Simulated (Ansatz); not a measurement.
Consider the ligand exchange at a P–N bond: `CN(C)P` + CH₃SH → `CSP` + dimethylamine.

Computed with Ansatz on PBE0-D4/def2-TZVP structures; ΔE is electronic, products minus reactants. CCSD(T)/CBS is the MP2 limit (def2-TZVPP, def2-QZVPP) plus CCSD(T) − MP2 in def2-TZVPP, frozen cores. This one scheme is used for every species. Functionals use def2-TZVPP. Each species was taken in one conformer, which may not be the lowest.

| level | ΔE (kcal/mol) |
| --- | --- |
| r2SCAN-D4 | -7.2 |
| HF/def2-SVP | -4.5 |

(1) What does CCSD(T)/CBS give? (Best estimate.)

Largest T1 diagnostic among the species: 0.012.

## Answers

(1) Computed: -5.9 kcal/mol. The listed levels differ from it by -1.3, 1.4 kcal/mol.

At CCSD(T), def2-SVP lies +2.4 kcal/mol from the extrapolated value and def2-TZVPP +1.0 kcal/mol. Leaving LDA and LC-ωPBE aside and taking each functional with its dispersion term where it has one, the values, not all of them listed here, spread over 3.1 kcal/mol, from PBE-D4 to CAM-B3LYP-D4. LDA lies +2.5 kcal/mol from PBE without D4. From BLYP to BHLYP (50 % exact exchange), in def2-TZVPP and without D4, ΔE moves by +1.6 kcal/mol.
